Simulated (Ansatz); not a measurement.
A run of Ansatz (development build ahead of 0.2.0) on singlet F₂ at this shape:

```xyz
2

F     0.0000    0.0000    0.7353
F     0.0000    0.0000   -0.7353
```

Its results:

```yaml
Converged: yes
Reference_energy: -198.74237 hartree
Correlation_energy: -0.55231 hartree
Total_energy: -199.29468 hartree
Spin_squared_of_the_determinant: 0.000
Stability_test: minimum among restricted orbitals
T1_diagnostic: 0.012
Occupied_orbitals_by_symmetry_in_an_Abelian_subgroup_alpha;_beta: 3 Ag 2 B1u 1 B2g 1 B2u 1 B3g 1 B3u; 3 Ag 2 B1u 1 B2g 1 B2u 1 B3g 1 B3u
```

(1) Which input gives this output? Name the method, the orbitals and the basis set, and write the input.

Results:

(1) RHF-CCSD(T) in cc-pVTZ. An unrestricted run that stays on the closed shell gives the same numbers.

```yaml
crystal:
  periodic: [false, false, false]
  atoms:
    - { symbol: F, position_ang: [0.0, 0.0, 0.7353] }
    - { symbol: F, position_ang: [0.0, 0.0, -0.7353] }
basis:
  gaussian: { orbitals: cc-pVTZ }
hamiltonian:
  xc: hf
correlation:
  method: ccsd_t
  frozen_orbitals: { F: 1 }
```
